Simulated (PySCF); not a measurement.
carbon tetrachloride cation (CCl4), SMILES ClC(Cl)(Cl)Cl (connectivity only; charge and spin as stated), charge +1, multiplicity 2. Geometry: PBE-D3(BJ)/def2-SVP. The multiplicity is an assumed one; other spin states were not compared.

Level of theory: PySCF 2.14.0 with PBE-D3(BJ)/def2-SVP.

Harmonic wavenumbers (cm⁻¹): 152, 183, 236, 236, 291, 451, 606, 607, 661. Rotational constants (GHz): 1.724, 1.724, 1.632; symmetry number 4.

Q: Work out the zero-point energy and the ideal-gas rigid-rotor harmonic-oscillator thermochemistry at 298.15 K and 1 atm.

A: ZPE = ½ Σ hcν = ½ × 3424 cm⁻¹ = 4.89 kcal/mol. H − E(el) = 9.38 kcal/mol. Entropy in cal/(mol K): translation 41.00, rotation 25.83, vibration 12.10, spin 1.38, total 80.31. G − E(el) = -14.56 kcal/mol. Cp = 21.27 cal/(mol K).
